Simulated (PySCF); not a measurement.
**`O=[PH]1CCC1`, C3H7OP**

Geometry:
```tsv
atom	x (Å)	y (Å)	z (Å)
O1	-0.118	2.329	1.104
P2	-0.065	1.307	0.041
C3	-1.198	-0.154	0.188
C4	0.050	-1.023	-0.050
C5	1.290	-0.072	-0.231
H6	-0.236	1.757	-1.163
H7	-2.102	-0.537	-0.276
H8	-1.389	-0.065	1.354
H9	0.106	-2.030	0.501
H10	-0.181	-1.272	-0.971
H11	2.030	-0.143	0.638
H12	1.696	0.077	-1.299
```

Level of theory: PySCF, GIAO B97-2/pcSseg-1 magnetisability, rotational g tensor and spin-rotation constants, non-relativistic, gas phase. Geometry: GFN2-xTB, normal-mode sample at 1000 K.

Question: Give the nuclear spin-rotation constants along the inertial axes (H = +C I·J) beside the isotropic shieldings.

Answer: Rotational constants 7.6504, 3.5073, 2.7670 GHz. A star marks the isotopologue with that one atom substituted, in its own axes.
| atom | isotope | Caa (kHz) | Cbb (kHz) | Ccc (kHz) | mean (kHz) | σ (ppm) |
| --- | --- | --- | --- | --- | --- | --- |
| P2 | 31P | 10.087 | 5.861 | 4.887 | 6.945 | 317.7 |
| H6 | 1H | -0.781 | -0.344 | 0.260 | -0.288 | 25.0 |
| H7 | 1H | -0.709 | -0.027 | -0.216 | -0.317 | 28.8 |
| H8 | 1H | -0.666 | -0.242 | -0.005 | -0.304 | 27.9 |
| H9 | 1H | -0.309 | -0.351 | -0.086 | -0.249 | 28.7 |
| H10 | 1H | -0.531 | -0.518 | -0.010 | -0.353 | 31.8 |
| H11 | 1H | -0.773 | -0.222 | 0.007 | -0.329 | 27.9 |
| H12 | 1H | -0.701 | -0.201 | -0.038 | -0.313 | 27.8 |
| O1 | 17O* | -1.732 | -0.210 | -0.733 | -0.892 | 172.4 |
| C3 | 13C* | 1.092 | 0.712 | 0.510 | 0.771 | 144.9 |
| C4 | 13C* | 1.046 | 0.387 | 0.391 | 0.608 | 176.1 |

For the geometry as given, no vibrational averaging.
